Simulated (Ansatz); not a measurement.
Complex (SMILES): F (HF) with F (HF), atoms 1 to 2 the first; geometry from A24 set, monomers rigid:
```xyz
4

H      0.0000     0.8027     1.6953
F      0.0000    -0.0460     1.3403
H      0.0000    -0.1204    -0.4908
F      0.0000     0.0098    -1.4042
```

Basis-set convergence of the counterpoise-corrected interaction energy at PBE with Ansatz (a quantum-chemistry and plane-wave program). Cartesian d functions, on some or all atoms, in 6-31+G*; all else is spherical. The program fits the integrals of some runs and decomposes those of others, by size. No added dispersion term, no relativity. Functions are those of the species that has most. Reference: the value in aug-cc-pV5Z, -4.62 kcal/mol.

```csv
basis,functions,counterpoise-corrected interaction energy (kcal/mol)
3-21G,22,(withheld)
6-31G,22,-6.53
pcseg-0,22,-6.41
def2-SVP,38,-5.18
6-31+G*,42,-4.85
def2-SVPD,62,-4.62
aug-cc-pVDZ,64,(withheld)
aug-pcseg-1,64,(withheld)
pcseg-2,88,(withheld)
jun-cc-pV(T+d)Z,106,-4.54
aug-cc-pVTZ,138,-4.54
cc-pVQZ,170,-4.76
def2-QZVPP,174,-4.65
aug-cc-pVQZ,252,-4.61
aug-pcseg-3,268,-4.61
cc-pV5Z,292,-4.65
pcseg-4,324,-4.62
aug-cc-pV5Z,414,-4.62
```

Problem. Fill in the missing entries.

Solution. 
- 3-21G, counterpoise-corrected interaction energy (kcal/mol): -6.39
- aug-cc-pVDZ, counterpoise-corrected interaction energy (kcal/mol): -4.50
- aug-pcseg-1, counterpoise-corrected interaction energy (kcal/mol): -4.58
- pcseg-2, counterpoise-corrected interaction energy (kcal/mol): -4.69
